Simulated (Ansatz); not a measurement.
**Si₂H₄ + CH₄: a complex and its separated parts**

Aim: how far the complex at one end of a reaction step lies below its separated, relaxed parts, level by level.

The runs use Ansatz 0.2.0, Gaussian basis; PBE0-D4/def2-TZVP structures, single points in def2-TZVPP, no counterpoise correction.

Levels: SPW92, PBE-D4, BLYP-D4, r2SCAN-D4, B97M-V, PBE0-D4, B3LYP-D4, r2SCAN0-D4, BHLYP-D4, CAM-B3LYP-D4, wB97X-V, wB97M-V, B2PLYP, PBE-QIDH, RPA on PBE, Hartree-Fock, MP2, CCSD, CCSD(T).

Cores are frozen in the correlated methods. B3LYP uses VWN-RPA correlation. B2PLYP carries no dispersion term here.

56 further runs of the same task are left out: 56 set aside as unsound or not needed.

### 1 The starting structure

The complex: 11 atoms, charge 0, spin multiplicity 1.

Atoms are counted from 1 here; the program's logs count them from 0.

Bond lengths: Si1–Si2 2.386 Å, Si1–H5 1.525 Å, Si2–H6 1.496 Å, Si2–H7 1.492 Å, Si2–H8 1.491 Å, H3–C4 1.113 Å, C4–H9 1.087 Å, C4–H10 1.087 Å, C4–H11 1.092 Å. Angles: Si2–Si1–H5 89.8°, Si1–Si2–H6 103.7°, Si1–Si2–H7 117.1°, Si1–Si2–H8 113.4°, H6–Si2–H7 107.6°, H6–Si2–H8 107.1°, H7–Si2–H8 107.4°, H3–C4–H9 110.6°, H3–C4–H10 112.5°, H3–C4–H11 102.7°, H9–C4–H10 110.9°, H9–C4–H11 110.4°, H10–C4–H11 109.5°.

Geometry (Å):

```
atom     x (Å)     y (Å)     z (Å)
 Si1  -1.05208   0.54684   0.95481
 Si2   1.28622   1.01932   1.01573
  H3  -0.30176  -0.45833  -0.69503
  C4  -0.90728  -1.34292  -0.99366
  H5  -1.22203   1.55828  -0.17392
  H6   1.36558   2.31716   1.75538
  H7   1.97643   1.20431  -0.29420
  H8   2.07192   0.02093   1.79536
  H9  -0.73955  -2.16991  -0.30879
 H10  -1.96725  -1.11407  -1.07285
 H11  -0.51039  -1.58162  -1.98282
```

Its parts: Si₂H₄ holds atoms 1, 2, 5, 6, 7, 8; CH₄ holds atoms 3, 4, 9, 10, 11. Each part counts its atoms afresh in its own runs.

### 2 Relaxing Si₂H₄ alone

Input file relax-a/in.yaml:

```yaml
crystal:
  periodic: [false, false, false]
  atoms:
    - {symbol: Si, position_ang: [-1.052085, 0.546843, 0.954812]}
    - {symbol: Si, position_ang: [1.286216, 1.019319, 1.015730]}
    - {symbol: H, position_ang: [-1.222028, 1.558280, -0.173920]}
    - {symbol: H, position_ang: [1.365580, 2.317160, 1.755381]}
    - {symbol: H, position_ang: [1.976429, 1.204314, -0.294205]}
    - {symbol: H, position_ang: [2.071918, 0.020927, 1.795357]}
basis:
  gaussian: {orbitals: def2-TZVP}
hamiltonian: {xc: pbe0, dispersion: d4}
relax: {f_tol: 0.005, max_steps: 200}
```

Started as:

```
$ ansatz run in.yaml --threads 4 --pin off --events-out ev --progress --plain --max-ram 9574MiB
```

Standard output, shortened:

```text
Functional definition: PBE0
  name "PBE0"
  cite "Adamo & Barone, J. Chem. Phys. 110, 6158 (1999) doi:10.1063/1.478522"
  cite "Perdew, Burke & Ernzerhof, Phys. Rev. Lett. 77, 3865 (1996) doi:10.1103/PhysRevLett.77.3865"
  parent pbe
[...]
712 factors; their error is unknown
[...]
mean field -15811.74765052 eV, -581.0710085691 hartree, gradient 4.5e-5 eV, S^2 0.000000; 0 other end points of the search recorded, 0 dependent functions left out
[...]
reference -15811.74767935 eV, -581.0710096286 hartree; 16, 16 occupied and 82, 82 virtual orbitals, 712 factors
[...]
reference -15811.75078977 eV, -581.0711239344 hartree; 16, 16 occupied and 82, 82 virtual orbitals, 712 factors
Total energy: -15811.84204800 eV, -581.0744776125 hartree
Atom 0 at    -1.037333     0.483060     0.886441 Å, force    -0.000927     0.001078    -0.001341 eV/Å
Atom 1 at     1.281786     1.007187     1.029284 Å, force    -0.000090     0.000577    -0.000044 eV/Å
Atom 2 at    -1.175266     1.635685    -0.105382 Å, force     0.000665    -0.001498     0.001592 eV/Å
Atom 3 at     1.338170     2.331498     1.723733 Å, force     0.000223    -0.000357    -0.000151 eV/Å
Atom 4 at     1.925567     1.163000    -0.307076 Å, force     0.000235    -0.000080     0.000066 eV/Å
Atom 5 at     2.093106     0.046414     1.826156 Å, force    -0.000106     0.000281    -0.000121 eV/Å
Dipole moment:    -0.030944    -0.002140    -0.036582 e Å
```

It took 6 s on 4 threads of Arm Neoverse V2, shared host.

Step by step:

```
step  energy from step 1 (eV)  largest force component (eV/Å)
   1                   0.0000                          0.0730
   2                  -0.0019                          0.0340
   3                  -0.0025                          0.0138
   4                  -0.0028                          0.0173
   5                  -0.0029                          0.0200
   6                  -0.0031                          0.0558
   7                  -0.0033                          0.0277
   8                  -0.0033                          0.0352
   9                  -0.0034                          0.0045
  10                  -0.0034                          0.0105
  11                  -0.0034                          0.0076
  12                  -0.0034                          0.0074
  13                  -0.0035                          0.0016
```

Distances of close pairs at the start and the end, largest changes first:

```
   bond  before (Å)  after (Å)  change (Å)
Si1–Si2       2.386      2.382      -0.004
 Si2–H6       1.491      1.489      -0.002
 Si1–H3       1.525      1.527      +0.002
 Si2–H5       1.492      1.492      -0.001
 Si2–H4       1.496      1.496      +0.000
```

### 3 Relaxing CH₄ alone

Input file relax-b/in.yaml:

```yaml
crystal:
  periodic: [false, false, false]
  atoms:
    - {symbol: H, position_ang: [-0.301756, -0.458332, -0.695033]}
    - {symbol: C, position_ang: [-0.907283, -1.342920, -0.993662]}
    - {symbol: H, position_ang: [-0.739548, -2.169912, -0.308790]}
    - {symbol: H, position_ang: [-1.967254, -1.114065, -1.072850]}
    - {symbol: H, position_ang: [-0.510390, -1.581617, -1.982820]}
basis:
  gaussian: {orbitals: def2-TZVP}
hamiltonian: {xc: pbe0, dispersion: d4}
relax: {f_tol: 0.005, max_steps: 200}
```

Started as:

```
$ ansatz run in.yaml --threads 4 --pin off --events-out ev --progress --plain --max-ram 9574MiB
```

Standard output, shortened:

```text
[... 5 set-up lines as earlier in the session ...]
[...]
356 factors; their error is unknown
[...]
mean field -1101.31761738 eV, -40.4726759388 hartree, gradient 2.6e-5 eV, S^2 0.000000; 0 other end points of the search recorded, 0 dependent functions left out
[...]
Atom 1 at    -0.885297    -1.333359    -1.010602 Å, force     0.003456     0.003478    -0.000644 eV/Å
Atom 2 at    -0.732163    -2.159109    -0.316561 Å, force     0.000369    -0.003805     0.004077 eV/Å
Atom 3 at    -1.947622    -1.097965    -1.066413 Å, force    -0.004268     0.001167     0.000138 eV/Å
Atom 4 at    -0.523934    -1.617648    -1.998397 Å, force     0.001120    -0.000344    -0.003381 eV/Å
Dipole moment:     0.000001    -0.000032    -0.000011 e Å
```

Run time: 0.6 s. Hardware: 4 threads of Arm Neoverse V2, shared host.

Relaxation path:

```
step  energy from step 1 (eV)  largest force component (eV/Å)
   1                   0.0000                          0.8463
   2                  -0.0358                          0.3432
   3                  -0.0388                          0.0043
```

Close pairs (by a distance rule), those that changed most:

```
 bond  before (Å)  after (Å)  change (Å)
H1–C2       1.113      1.090      -0.023
C2–H3       1.087      1.089      +0.003
C2–H5       1.092      1.090      -0.003
C2–H4       1.087      1.090      +0.002
```

### 4 SPW92/def2-TZVPP

Input file parta/in.yaml:

```yaml
crystal:
  periodic: [false, false, false]
  atoms:
    - {symbol: Si, position_ang: [-1.037333, 0.483060, 0.886441]}
    - {symbol: Si, position_ang: [1.281786, 1.007187, 1.029284]}
    - {symbol: H, position_ang: [-1.175266, 1.635685, -0.105382]}
    - {symbol: H, position_ang: [1.338170, 2.331498, 1.723733]}
    - {symbol: H, position_ang: [1.925567, 1.163000, -0.307076]}
    - {symbol: H, position_ang: [2.093106, 0.046414, 1.826156]}
basis:
  gaussian: {orbitals: def2-TZVPP}
hamiltonian: {xc: lda}
```

Input file partb/in.yaml:

```yaml
crystal:
  periodic: [false, false, false]
  atoms:
    - {symbol: H, position_ang: [-0.337215, -0.458765, -0.661182]}
    - {symbol: C, position_ang: [-0.885297, -1.333359, -1.010602]}
    - {symbol: H, position_ang: [-0.732163, -2.159109, -0.316561]}
    - {symbol: H, position_ang: [-1.947622, -1.097965, -1.066413]}
    - {symbol: H, position_ang: [-0.523934, -1.617648, -1.998397]}
basis:
  gaussian: {orbitals: def2-TZVPP}
hamiltonian: {xc: lda}
```

One command serves all of them, each in its own folder.

Started as:

```
$ ansatz run in.yaml --threads 4 --pin off --events-out ev --progress --plain --max-ram 9574MiB
```

parta printed, shortened:

```text
Functional definition: SPW92
  name "SPW92"
  cite "Dirac, Proc. Camb. Phil. Soc. 26, 376 (1930) doi:10.1017/S0305004100016108"
  cite "Slater, Phys. Rev. 81, 385 (1951) doi:10.1103/PhysRev.81.385"
  cite "Perdew & Wang, Phys. Rev. B 45, 13244 (1992) doi:10.1103/PhysRevB.45.13244"
[...]
812 factors; their error is unknown
[...]
mean field -15754.25725711 eV, -578.9582755798 hartree, gradient 6.4e-5 eV, S^2 0.000000; 0 other end points of the search recorded, 0 dependent functions left out
reference -15754.25729330 eV, -578.9582769098 hartree; 16, 16 occupied and 124, 124 virtual orbitals, 812 factors
Total energy: -15754.25729330 eV, -578.9582769098 hartree
```

partb printed, shortened:

```text
[... 5 set-up lines as earlier in the session ...]
[...]
416 factors; their error is unknown
[...]
mean field -1091.60433783 eV, -40.1157194994 hartree, gradient 5.8e-5 eV, S^2 0.000000; 0 other end points of the search recorded, 0 dependent functions left out
reference -1091.60436383 eV, -40.1157204546 hartree; 5, 5 occupied and 82, 82 virtual orbitals, 416 factors
Total energy: -1091.60436383 eV, -40.1157204546 hartree
```

Times: 0.35 s (parta), 0.15 s (partb) on 4 threads of Arm Neoverse V2, shared host.

### 5 PBE-D4/def2-TZVPP

The same edit goes into each in.yaml of step 4 (parta, partb):

```diff
-hamiltonian: {xc: lda}
+hamiltonian: {xc: pbe, dispersion: d4}
```

The same command starts each run, in its folder.

Started as:

```
$ ansatz run in.yaml --threads 4 --pin off --events-out ev --progress --plain --max-ram 9574MiB
```

Output in parta, shortened:

```text
Functional definition: PBE
  name "PBE"
[... 2 set-up lines as earlier in the session ...]
[...]
812 factors; their error is unknown
[...]
mean field -15810.19554221 eV, -581.0139696407 hartree, gradient 7.8e-5 eV, S^2 0.000000; 0 other end points of the search recorded, 0 dependent functions left out
reference -15810.19558053 eV, -581.0139710490 hartree; 16, 16 occupied and 124, 124 virtual orbitals, 812 factors
Total energy: -15810.30410585 eV, -581.0179592811 hartree
```

partb printed, shortened:

```text
[... 4 set-up lines as earlier in the session ...]
[...]
416 factors; their error is unknown
[...]
mean field -1101.08949372 eV, -40.4642925490 hartree, gradient 1.6e-5 eV, S^2 0.000000; 0 other end points of the search recorded, 0 dependent functions left out
reference -1101.08952192 eV, -40.4642935854 hartree; 5, 5 occupied and 82, 82 virtual orbitals, 416 factors
Total energy: -1101.11329234 eV, -40.4651671320 hartree
```

They took 0.5 s (parta), 0.2 s (partb) on 4 threads of Arm Neoverse V2, shared host.

### 6 BLYP-D4/def2-TZVPP

Each input of step 5 (parta, partb) changes in the same lines:

```diff
-hamiltonian: {xc: pbe, dispersion: d4}
+hamiltonian: {xc: {name: BLYP}, dispersion: d4}
```

One command serves all of them, each in its own folder.

Started as:

```
$ ansatz run in.yaml --threads 4 --pin off --events-out ev --progress --plain --max-ram 9574MiB
```

Output in parta, shortened:

```text
Functional definition: BLYP
  name "BLYP"
  cite "Becke, Phys. Rev. A 38, 3098 (1988) doi:10.1103/PhysRevA.38.3098"
  cite "Lee, Yang & Parr, Phys. Rev. B 37, 785 (1988) doi:10.1103/PhysRevB.37.785"
[...]
812 factors; their error is unknown
[...]
mean field -15818.36930807 eV, -581.3143499956 hartree, gradient 7.5e-5 eV, S^2 0.000000; 0 other end points of the search recorded, 0 dependent functions left out
reference -15818.36963151 eV, -581.3143618821 hartree; 16, 16 occupied and 124, 124 virtual orbitals, 812 factors
Total energy: -15818.60737684 eV, -581.3230988617 hartree
```

Output in partb, shortened:

```text
[... 4 set-up lines as earlier in the session ...]
[...]
416 factors; their error is unknown
[...]
mean field -1102.10476068 eV, -40.5016029216 hartree, gradient 4.0e-5 eV, S^2 0.000000; 0 other end points of the search recorded, 0 dependent functions left out
reference -1102.10501343 eV, -40.5016122098 hartree; 5, 5 occupied and 82, 82 virtual orbitals, 416 factors
Total energy: -1102.16212948 eV, -40.5037111861 hartree
```

Times: 0.5 s (parta), 0.2 s (partb) on 4 threads of Arm Neoverse V2, shared host.

### 7 r2SCAN-D4/def2-TZVPP

Each input of step 6 (parta, partb) changes in the same lines:

```diff
-hamiltonian: {xc: {name: BLYP}, dispersion: d4}
+hamiltonian: {xc: r2scan, dispersion: d4}
```

Each run has its own folder and the same command.

Started as:

```
$ ansatz run in.yaml --threads 4 --pin off --events-out ev --progress --plain --max-ram 9574MiB
```

Log of parta, shortened:

```text
Functional definition: r2SCAN
  name "r2SCAN"
  cite "Furness, Kaplan, Ning, Perdew & Sun, J. Phys. Chem. Lett. 11, 8208 (2020) doi:10.1021/acs.jpclett.0c02405"
  cite "Furness, Kaplan, Ning, Perdew & Sun, J. Phys. Chem. Lett. 11, 9248 (2020) doi:10.1021/acs.jpclett.0c03077"
  parent r2scan
[...]
812 factors; their error is unknown
[...]
mean field -15816.88326194 eV, -581.2597388078 hartree, gradient 4.0e-5 eV, S^2 0.000000; 0 other end points of the search recorded, 0 dependent functions left out
reference -15816.88327378 eV, -581.2597392430 hartree; 16, 16 occupied and 124, 124 virtual orbitals, 812 factors
Total energy: -15816.90720717 eV, -581.2606187787 hartree
```

partb printed, shortened:

```text
[... 5 set-up lines as earlier in the session ...]
[...]
416 factors; their error is unknown
[...]
mean field -1102.08490034 eV, -40.5008730676 hartree, gradient 5.7e-6 eV, S^2 0.000000; 0 other end points of the search recorded, 0 dependent functions left out
reference -1102.08490845 eV, -40.5008733654 hartree; 5, 5 occupied and 82, 82 virtual orbitals, 416 factors
Total energy: -1102.09055843 eV, -40.5010809987 hartree
```

Times: 1 s (parta), 0.45 s (partb) on 4 threads of Arm Neoverse V2, shared host.

### 8 B97M-V/def2-TZVPP

Each input of step 7 (parta, partb) changes in the same lines:

```diff
-hamiltonian: {xc: r2scan, dispersion: d4}
+hamiltonian: {xc: {name: B97M-V}}
```

One command serves all of them, each in its own folder.

Started as:

```
$ ansatz run in.yaml --threads 4 --pin off --events-out ev --progress --plain --max-ram 9574MiB
```

Log of parta, shortened:

```text
Functional definition: B97M-V
  name "B97M-V"
  cite "Mardirossian & Head-Gordon, J. Chem. Phys. 142, 074111 (2015) doi:10.1063/1.4907719"
  cite "Becke, J. Chem. Phys. 107, 8554 (1997) doi:10.1063/1.475007"
  cite "Vydrov & Van Voorhis, J. Chem. Phys. 133, 244103 (2010) doi:10.1063/1.3521275"
  # Of w^i u^j: cxij and so on, Table III.
[...]
  gx(w, u) = cx00 + cx01*u + cx02*u^2 + (cx10 + cx11*u)*w
[...]
  gos(w, u) = cos00 + cos01*u + cos03*u^3 + cos10*w + cos32*w^3*u^2
[...]
      + integral(e_c_pw_mod_opposite_spin*gos(b97_w_opposite, b97_u_opposite)) + vv10(b, c)
812 factors; their error is unknown
[...]
mean field -15814.61038031 eV, -581.1762119486 hartree, gradient 2.6e-5 eV, S^2 0.000000; 0 other end points of the search recorded, 0 dependent functions left out
reference -15814.61043803 eV, -581.1762140695 hartree; 16, 16 occupied and 124, 124 virtual orbitals, 812 factors
Total energy: -15814.61043803 eV, -581.1762140695 hartree
```

Log of partb, shortened:

```text
[... 5 set-up lines as earlier in the session ...]
  # Of w^i u^j: cxij and so on, Table III.
[...]
  gx(w, u) = cx00 + cx01*u + cx02*u^2 + (cx10 + cx11*u)*w
[...]
  gos(w, u) = cos00 + cos01*u + cos03*u^3 + cos10*w + cos32*w^3*u^2
[...]
      + integral(e_c_pw_mod_opposite_spin*gos(b97_w_opposite, b97_u_opposite)) + vv10(b, c)
416 factors; their error is unknown
[...]
mean field -1102.89608574 eV, -40.5306835812 hartree, gradient 3.2e-5 eV, S^2 0.000000; 0 other end points of the search recorded, 0 dependent functions left out
reference -1102.89612564 eV, -40.5306850475 hartree; 5, 5 occupied and 82, 82 virtual orbitals, 416 factors
Total energy: -1102.89612564 eV, -40.5306850475 hartree
```

They took 1.9 s (parta), 0.7 s (partb) on 4 threads of Arm Neoverse V2, shared host.

### 9 PBE0-D4/def2-TZVPP

Each input of step 8 (parta, partb) changes in the same lines:

```diff
-hamiltonian: {xc: {name: B97M-V}}
+hamiltonian: {xc: pbe0, dispersion: d4}
+output: {orbitals: {seedname: orbitals}}
```

The same command starts each run, in its folder.

Started as:

```
$ ansatz run in.yaml --threads 4 --pin off --events-out ev --progress --plain --max-ram 9574MiB
```

Output in parta, shortened:

```text
[... 5 set-up lines as earlier in the session ...]
[...]
818 factors; their error is unknown
[...]
mean field -15811.77044605 eV, -581.0718462895 hartree, gradient 6.5e-5 eV, S^2 0.000000; 0 other end points of the search recorded, 0 dependent functions left out
reference -15811.77047484 eV, -581.0718473475 hartree; 16, 16 occupied and 124, 124 virtual orbitals, 818 factors
Total energy: -15811.86173307 eV, -581.0752010257 hartree
```

Output in partb, shortened:

```text
[... 5 set-up lines as earlier in the session ...]
[...]
416 factors; their error is unknown
[...]
mean field -1101.39211459 eV, -40.4754136606 hartree, gradient 2.4e-5 eV, S^2 0.000000; 0 other end points of the search recorded, 0 dependent functions left out
reference -1101.39213531 eV, -40.4754144222 hartree; 5, 5 occupied and 82, 82 virtual orbitals, 416 factors
Total energy: -1101.41122528 eV, -40.4761159658 hartree
```

Times: 0.55 s (parta), 0.2 s (partb) on 4 threads of Arm Neoverse V2, shared host.

### 10 B3LYP-D4/def2-TZVPP

Each input of step 9 (parta, partb) changes in the same lines:

```diff
-hamiltonian: {xc: pbe0, dispersion: d4}
-output: {orbitals: {seedname: orbitals}}
+hamiltonian: {xc: {name: B3LYP}, dispersion: d4}
```

Each run has its own folder and the same command.

Started as:

```
$ ansatz run in.yaml --threads 4 --pin off --events-out ev --progress --plain --max-ram 9574MiB
```

Output in parta, shortened:

```text
Functional definition: B3LYP
  name "B3LYP"
  cite "Stephens, Devlin, Chabalowski & Frisch, J. Phys. Chem. 98, 11623 (1994) doi:10.1021/j100096a001"
[... 2 set-up lines as earlier in the session ...]
  cite "Vosko, Wilk & Nusair, Can. J. Phys. 58, 1200 (1980) doi:10.1139/p80-159"
[...]
818 factors; their error is unknown
[...]
mean field -15819.90696103 eV, -581.3708576999 hartree, gradient 1.8e-5 eV, S^2 0.000000; 0 other end points of the search recorded, 0 dependent functions left out
reference -15819.90720229 eV, -581.3708665658 hartree; 16, 16 occupied and 124, 124 virtual orbitals, 818 factors
Total energy: -15820.08516858 eV, -581.3774067064 hartree
```

partb printed, shortened:

```text
[... 6 set-up lines as earlier in the session ...]
[...]
416 factors; their error is unknown
[...]
mean field -1103.12536071 eV, -40.5391092810 hartree, gradient 2.9e-5 eV, S^2 0.000000; 0 other end points of the search recorded, 0 dependent functions left out
reference -1103.12554643 eV, -40.5391161061 hartree; 5, 5 occupied and 82, 82 virtual orbitals, 416 factors
Total energy: -1103.16335771 eV, -40.5405056447 hartree
```

Wall times: 0.6 s (parta), 0.2 s (partb) on 4 threads of Arm Neoverse V2, shared host.

### 11 r2SCAN0-D4/def2-TZVPP

The same edit goes into each in.yaml of step 10 (parta, partb):

```diff
-hamiltonian: {xc: {name: B3LYP}, dispersion: d4}
+hamiltonian: {xc: {name: r2SCAN0}, dispersion: d4}
```

The same command starts each run, in its folder.

Started as:

```
$ ansatz run in.yaml --threads 4 --pin off --events-out ev --progress --plain --max-ram 9574MiB
```

Output in parta, shortened:

```text
Functional definition: r2SCAN0
  name "r2SCAN0"
  cite "Bursch, Neugebauer, Ehlert & Grimme, J. Chem. Phys. 156, 134105 (2022) doi:10.1063/5.0086040"
[... 3 set-up lines as earlier in the session ...]
[...]
818 factors; their error is unknown
[...]
mean field -15816.68437832 eV, -581.2524299694 hartree, gradient 5.8e-5 eV, S^2 0.000000; 0 other end points of the search recorded, 0 dependent functions left out
reference -15816.68438779 eV, -581.2524303174 hartree; 16, 16 occupied and 124, 124 virtual orbitals, 818 factors
Total energy: -15816.71342407 eV, -581.2534973812 hartree
```

partb printed, shortened:

```text
[... 6 set-up lines as earlier in the session ...]
[...]
416 factors; their error is unknown
[...]
mean field -1102.01591876 eV, -40.4983380413 hartree, gradient 2.5e-5 eV, S^2 0.000000; 0 other end points of the search recorded, 0 dependent functions left out
reference -1102.01592520 eV, -40.4983382777 hartree; 5, 5 occupied and 82, 82 virtual orbitals, 416 factors
Total energy: -1102.02220003 eV, -40.4985688737 hartree
```

Wall times: 1.1 s (parta), 0.45 s (partb) on 4 threads of Arm Neoverse V2, shared host.

### 12 BHLYP-D4/def2-TZVPP

Each input of step 11 (parta, partb) changes in the same lines:

```diff
-hamiltonian: {xc: {name: r2SCAN0}, dispersion: d4}
+hamiltonian: {xc: {name: BHLYP}, dispersion: d4}
```

Each run has its own folder and the same command.

Started as:

```
$ ansatz run in.yaml --threads 4 --pin off --events-out ev --progress --plain --max-ram 9574MiB
```

Log of parta, shortened:

```text
Functional definition: BHLYP
  name "BHLYP"
  cite "Becke, J. Chem. Phys. 98, 1372 (1993) doi:10.1063/1.464304"
[... 2 set-up lines as earlier in the session ...]
[...]
856 factors; their error is unknown
[...]
mean field -15818.55288345 eV, -581.3210962665 hartree, gradient 5.6e-5 eV, S^2 0.000000; 0 other end points of the search recorded, 0 dependent functions left out
reference -15818.55304654 eV, -581.3211022600 hartree; 16, 16 occupied and 124, 124 virtual orbitals, 856 factors
Total energy: -15818.70315300 eV, -581.3266185708 hartree
```

partb printed, shortened:

```text
[... 5 set-up lines as earlier in the session ...]
[...]
457 factors; their error is unknown
[...]
mean field -1102.12985358 eV, -40.5025250688 hartree, gradient 7.7e-5 eV, S^2 0.000000; 0 other end points of the search recorded, 0 dependent functions left out
reference -1102.12997835 eV, -40.5025296537 hartree; 5, 5 occupied and 82, 82 virtual orbitals, 457 factors
Total energy: -1102.15273883 eV, -40.5033660860 hartree
```

Times: 0.55 s (parta), 0.2 s (partb) on 4 threads of Arm Neoverse V2, shared host.

[end of part 1 of 2]
